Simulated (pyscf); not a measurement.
Thermochemistry of product channels of HP=PH (SMILES P=P) + SiH₂ (SMILES [SiH2]) [singlet] on the singlet surface, in eV, from CCSD(T)/def2-TZVPP + ΔMP2(QZVPP) energies (ideal gas, 1 atm, RRHO with modes under 100 cm⁻¹ raised to 100, one conformer, R ln 2 for chiral ones without a mode under 150 cm⁻¹). Structures and frequencies: ωB97X-D3(BJ)/def2-SVP in PySCF. MP2 and CC: frozen core, UHF for open shells. ΔMP2 is the change of the MP2 total energy from the triple- to the quadruple-zeta basis.

```tsv
products	ΔE	ΔH(298 K)	ΔG(298 K)	ΔG(900 K)
P≡P (SMILES P#P) + SiH₄ (SMILES [SiH4])	-2.26	-2.19	-2.09	-1.87
H₃Si–P=PH (SMILES [SiH3]P=P)	[?]	-2.40	-1.96	[?]
H₄P₂Si (SMILES [SiH2]1PP1)	-3.07	-2.93	-2.44	-1.46
:HSi–PH–PH₂ (SMILES [SiH]PP) [singlet]	-1.64	-1.51	-1.10	-0.30
H₂Si=P–PH₂ (SMILES [SiH2]=PP)	[?]	-2.10	-1.66	-0.81
```

### Question
Complete the blanks.

### Answer

- H₃Si–P=PH (SMILES [SiH3]P=P), ΔE: -2.52
- H₃Si–P=PH (SMILES [SiH3]P=P), ΔG(900 K): -1.09
- H₂Si=P–PH₂ (SMILES [SiH2]=PP), ΔE: -2.23

These are energies of the channels, which say nothing of barriers. The CCSD(T) − MP2 part came from Ansatz, without density fitting, on the same reference.
